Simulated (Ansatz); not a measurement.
# BH2S radical: up Jacob's ladder to CCSD(T)

The task here is to estimate one member of a computed series from the others.

Program: Ansatz 0.2.0, Gaussian basis. Level of theory: functionals in def2-TZVPP, the program's frozen cores in correlated methods. These are calculated values, not measurements.

The runs, in order: LDA (SPW92), PBE-D4, revPBE-D4, BLYP-D4, r2SCAN-D4, B97M-V, PBE0-D4, B3LYP-D4, r2SCANh-D4, r2SCAN0-D4, HSE06-D4, BHLYP-D4, CAM-B3LYP-D4, LC-ωPBE, ωB97X-V, ωB97M-V, B2PLYP, PBE-QIDH; CCSD(T)/def2-SVP; CCSD(T)/def2-TZVPP; CCSD(T)/def2-QZVPP; extrapolation to the limit; RPA on PBE.

### Structure used throughout

All runs share one geometry, relaxed beforehand with PBE0-D4 in a triple-zeta def2 set.

SMILES `[BH]S`, 4 atoms, charge 0, spin multiplicity 2.

Atoms are counted from 1 here; the program's logs count them from 0.

Bond lengths: B1–S2 1.734 Å, B1–H3 1.187 Å, S2–H4 1.358 Å. Angles: S2–B1–H3 133.0°, B1–S2–H4 101.9°.

The first run:

The input, in.yaml:

```yaml
crystal:
  periodic: [false, false, false]
  atoms:
    - {symbol: B, position_ang: [0.359053, -0.359747, 0.771431]}
    - {symbol: S, position_ang: [-0.047892, 1.123317, -0.028789]}
    - {symbol: H, position_ang: [0.274402, -1.500585, 0.453792]}
    - {symbol: H, position_ang: [-0.530064, 0.676714, -1.216733]}
basis:
  gaussian: {orbitals: def2-TZVPP}
magnetization: {spin_polarized: true, initial_magnetization: 1}
hamiltonian: {xc: lda}
output: {orbitals: {seedname: orbitals}}
```

Run with:

```sh
ansatz run in.yaml --threads 2 --pin off --events-out ev --progress --plain --max-ram 32768MiB --backend cpu
```

Steps of the session up to this table: LDA; PBE-D4 (GGA); revPBE-D4 (GGA); BLYP-D4 (GGA); r2SCAN-D4 (meta-GGA); B97M-V (meta-GGA); PBE0-D4 (hybrid); B3LYP-D4 (hybrid); r2SCANh-D4 (hybrid); r2SCAN0-D4 (hybrid); HSE06-D4 (hybrid); BHLYP-D4 (hybrid); CAM-B3LYP-D4 (range-separated); LC-ωPBE (range-separated); ωB97X-V (range-separated); ωB97M-V (range-separated); B2PLYP (double hybrid); PBE-QIDH (double hybrid).

One of the session's tables, all rows but one given; the rest of the session is left out.

```
  functional  HOMO (eV)  LUMO (eV)  gap (eV)
 LDA (SPW92)      -4.81      -3.16      1.64
      PBE-D4      -4.88      -2.68      2.20
   revPBE-D4      -4.87      -2.55      2.33
     BLYP-D4      -4.69      -2.75      1.94
   r2SCAN-D4      -5.27      -2.24      3.03
      B97M-V      -4.93      -2.86      2.07
     PBE0-D4      -6.11      -1.65      4.46
    B3LYP-D4      -5.82      -2.12      3.70
  r2SCANh-D4      -5.71      -1.89      3.82
  r2SCAN0-D4          ?          ?         ?
    HSE06-D4      -5.70      -2.03      3.68
    BHLYP-D4      -7.17      -0.86      6.31
CAM-B3LYP-D4      -7.38      -0.81      6.57
     LC-ωPBE      -8.88       0.71      9.59
     ωB97X-V      -8.30       0.10      8.40
     ωB97M-V      -7.93      -0.05      7.88
```

Q: Estimate the row for r2SCAN0-D4 from the others.

Worked estimate for «HOMO (eV)». Against the share of exact exchange, r2SCAN-D4 (0, -5.27), r2SCANh-D4 (0.1, -5.71) give a slope of -4.40 per unit share; at 0.25 the line stands at -6.37.

The run gave: HOMO (eV): -6.39; LUMO (eV): -1.38; gap (eV): 5.02. In «HOMO (eV)» the line misses by +0.02.
